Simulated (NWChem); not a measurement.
water (H2O); SMILES O

```xyz
3

O      0.0000     0.0000     0.1432
H      0.7577     0.0000    -0.4699
H     -0.7577     0.0000    -0.4699
```
Atoms are numbered in this order, from 1.

Computed with NWChem. Pople sets run with spherical d functions. Structure relaxed at the PBE-D3(BJ)/def2-SVP level. Core excitations by TDA in a window of 1s orbitals, non-relativistic and unshifted: absolute energies depend strongly on the exact-exchange share.

Question: What does the run give for O K edge, BHandHLYP/6-311G**? Quantities: first 1s excitation (eV); dipole oscillator strength of the first; first state with f > 0.002 (eV); dipole oscillator strength of that state.

Answer: 
```yaml
first 1s excitation (eV): 531.3
dipole_oscillator_strength_of_the_first: 0.0195
first state with f > 0.002 (eV): 531.3
dipole_oscillator_strength_of_that_state: 0.0195
```
